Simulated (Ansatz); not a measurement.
The input, for Ansatz 0.2.0:

```yaml
crystal:
  periodic: [false, false, false]
  atoms:
    - {symbol: Sn, position_ang: [-0.004634, 0.000000, 0.000000]}
    - {symbol: H, position_ang: [0.272860, 0.000000, -1.631976]}
    - {symbol: H, position_ang: [0.272860, 0.000000, 1.631976]}
basis:
  gaussian: {orbitals: def2-SVP}
total_charge: 1
magnetization: {spin_polarized: false, initial_magnetization: 1}
correlation: {method: ccsd_t, electrons: outside_noble_gas}
```

```sh
$ ansatz run in.yaml --threads 1 --pin off --events-out ev --progress --plain --max-ram 2393MiB
```

(1) Roughly how long does this take on 1 thread of AMD EPYC, shared host, and how much host memory?

```
444 factors; integrals over basis functions are off by at most 4.8e-4 eV
mean field evaluation 1: about -5827.2767 eV, gradient 6.5e0 eV
mean field evaluation 2: about -5827.2808 eV, gradient 6.5e0 eV
mean field evaluation 4: about -5827.6473 eV, gradient 3.1e-1 eV
mean field evaluation 8: about -5827.6485 eV, gradient 7.0e-4 eV
mean field evaluation 16: about -5826.6173 eV, gradient 7.5e0 eV
mean field evaluation 32: about -5827.5984 eV, gradient 1.4e0 eV
mean field evaluation 64: about -5824.9535 eV, gradient 1.7e0 eV
mean field evaluation 96: about -5825.1227 eV, gradient 2.6e0 eV
mean field -5827.64848446 eV, -214.1621316818 hartree, gradient 4.8e-6 eV, S^2 0.750000; 6 other end points of the search recorded, 0 dependent functions left out
mean field evaluation 128: about -5827.5001 eV, gradient 4.1e0 eV
determinant -5827.64848446 eV, -214.1621316818 hartree, with singles and doubles -5829.72502993 eV, -214.2384433202 hartree
determinant -5827.06335897 eV, -214.1406287167 hartree, with singles and doubles -5829.27224271 eV, -214.2218036970 hartree
determinant -5827.64848446 eV, -214.1621316818 hartree, with singles and doubles -5829.71393881 eV, -214.2380357293 hartree
determinant -5827.06335897 eV, -214.1406287167 hartree, with singles and doubles -5829.25873403 eV, -214.2213072623 hartree
9 core orbitals not correlated: weight in the atoms' cores, before any rotation towards them, 0.998 or more for the frozen orbitals, at most 0.002 for the correlated occupied ones
reference -5827.64848446 eV, -214.1621316818 hartree; 3, 2 occupied and 24, 25 virtual orbitals, 444 factors
second order -1.52134239 eV of doubles, -0.02191661 eV of singles
cycle   1  -2.06545485 eV  change   -4.9e-7 eV  update   1.7e-6
perturbative correction -0.03557694 eV, -0.0013074283 hartree
Total energy: -5829.74951624 eV, -214.2393431757 hartree
```

For the same geometry and basis full CI lies 13.4 meV lower.

Answers

(1) 2.7 s wall and 0.1 GiB.
